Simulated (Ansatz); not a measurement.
# AlH3Si2+: where a starting geometry ends

The starting geometry of this gas-phase doublet was optimised with GFN2-xTB.

```xyz
6

Al    0.9695    0.7489   -0.0961
Si   -1.2508   -0.3822    0.1327
Si    0.8275   -1.6580    0.1857
H     0.7791   -1.1146   -1.3735
H     1.6919    2.1776   -0.1469
H    -2.6234   -0.2352    0.6957
```

Where would you expect an optimisation with PBE-D3(BJ)/def2-SVP to take it?

A new bond forms, giving a structure with H4 bridging Al1 and Si3, given below by its coordinates. Contacts that close: Al1–H4 (2.27 → 1.87 Å).

The energy falls by 0.54 eV over 9 steps:

```json
{"step": "1", "E − E(last) (eV)": "0.545"}
{"step": "2", "E − E(last) (eV)": "0.248"}
{"step": "3", "E − E(last) (eV)": "0.132"}
{"step": "4", "E − E(last) (eV)": "0.054"}
{"step": "5", "E − E(last) (eV)": "0.013"}
{"step": "6", "E − E(last) (eV)": "0.005"}
{"step": "7", "E − E(last) (eV)": "0.000"}
{"step": "8", "E − E(last) (eV)": "0.000"}
{"step": "9", "E − E(last) (eV)": "0.000"}
```

Final geometry (Å):

```yaml
atoms:
  - { symbol: Al, position_ang: [0.7867, 0.7868, -0.1105] }
  - { symbol: Si, position_ang: [-1.3303, -0.3652, -0.0381] }
  - { symbol: Si, position_ang: [0.4510, -1.7479, 0.0296] }
  - { symbol: H, position_ang: [1.2375, -0.7799, -1.0180] }
  - { symbol: H, position_ang: [1.7453, 2.0103, -0.3725] }
  - { symbol: H, position_ang: [-2.4965, -0.3676, 0.9071] }
```

Frequencies at the end are all real (lowest 242 cm⁻¹). Open shells are spin-unrestricted. Run with Ansatz 0.2.0, 38 s on 1 thread of Arm Neoverse V1, with other jobs on the host.
